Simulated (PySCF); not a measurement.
# Aluminium: a sound run and one with changed settings

Sound run: Al [Ne] 3s2 3p1, Al⁺ [Ne] 3s2. All numbers are calculated (PySCF 2.14, the non-relativistic Hamiltonian (point nucleus), in pcseg-2 (5s4p2d1f, 34 functions)). In the sound run the correlated levels freeze [Ne]. The sound run starts from symmetry-adapted Hartree-Fock orbitals and uses a fine grid where one is needed.

Changed run: initial guess 1e, at most 50 SCF cycles.

```json
{"species": "Al", "method": "UHF", "sound run (hartree)": "-241.86934", "changed run (hartree)": "-241.86934", "converged": "yes"}
{"species": "Al", "method": "B3LYP", "sound run (hartree)": "-242.39251", "changed run (hartree)": "-242.39251", "converged": "yes"}
{"species": "Al", "method": "CCSD(T)", "sound run (hartree)": "-241.91470", "changed run (hartree)": "-241.91470", "converged": "yes"}
{"species": "Al⁺", "method": "TPSS", "sound run (hartree)": "-242.15776", "changed run (hartree)": "-242.15776", "converged": "yes"}
{"species": "Al⁺", "method": "MP2", "sound run (hartree)": "-241.69218", "changed run (hartree)": "-241.69218", "converged": "yes"}
```

Here the plain start reaches the same solutions.
